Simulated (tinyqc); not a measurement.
The basis set: RHF and MP2 along a ladder of basis sets, for HF, spin multiplicity 1. Computed by the program tinyqc with PySCF. 

Geometry (angstrom):

| atom | x | y | z |
|---|---|---|---|
| F | 0.0000 | 0.0000 | 0.0000 |
| H | 0.0000 | 0.0000 | 0.8180 |

Same geometry throughout; the dipole is taken about the origin.

RHF and frozen-core MP2 in a ladder of bases:

| basis | functions | E(RHF) (hartree) | E(MP2 corr) (hartree) | HOMO (eV) | LUMO (eV) | dipole (debye) |
|---|---|---|---|---|---|---|
| sto-3g | 6 | -98.54037 | -0.01337 | -12.766 | 20.097 | 1.388 |
| 3-21g | 11 | -99.43996 | -0.11648 | -16.534 | 8.216 | 2.048 |
| 6-31g | 11 | -99.96828 | -0.12225 | -17.425 | 6.409 | 2.155 |
| 6-31g** | 19 | -99.99938 | -0.17706 | -17.347 | 6.699 | 1.803 |
| cc-pvdz | 19 | -100.00871 | -0.19725 | -17.406 | 5.509 | 1.752 |
| aug-cc-pvdz | 32 | -100.02305 | -0.21649 | -17.998 | 1.040 | 1.744 |
| cc-pvtz | 44 | -100.04832 | -0.26693 | -17.800 | 4.266 | 1.755 |

From cc-pVDZ to cc-pVTZ the RHF energy falls by 39.6 mhartree and the correlation energy by 69.7. If valence correlation converges as X^-3, (27 E(T) - 8 E(D))/19 gives -0.2963 hartree, a rough estimate from such small X that usually falls short; STO-3G holds about 5 % of it. Beyond STO-3G the LUMO moves by 7.2 eV and the HOMO by 1.5 eV; diffuse functions lower the positive LUMO sharply, since an unbound virtual level tracks the most diffuse function.
